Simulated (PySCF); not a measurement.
Si(H)2 anion (H₂Si), SMILES [SiH2] (connectivity only; charge and spin as stated), charge -1, multiplicity 2. Coordinates come from a PBE0-D3(BJ)/def2-TZVPD optimisation. The spin state was assumed, not searched. The isomer is the one that the SMILES or the coordinates give; other isomers of the formula were not compared.

Computed with PySCF with PBE0-D3(BJ)/def2-TZVPD.

Harmonic wavenumbers (cm⁻¹): 947, 1868, 1872. Rotational constants (GHz): 230.7, 201.4, 107.5; symmetry number 2.

Problem. Work out the zero-point energy and the ideal-gas rigid-rotor harmonic-oscillator thermochemistry at 298.15 K and 1 atm.

Solution. ZPE = ½ Σ hcν = ½ × 4687 cm⁻¹ = 6.70 kcal/mol. H − E(el) = 9.10 kcal/mol. Entropy in cal/(mol K): translation 36.14, rotation 13.45, vibration 0.12, spin 1.38, total 51.09. G − E(el) = -6.13 kcal/mol. Cp = 8.43 cal/(mol K).
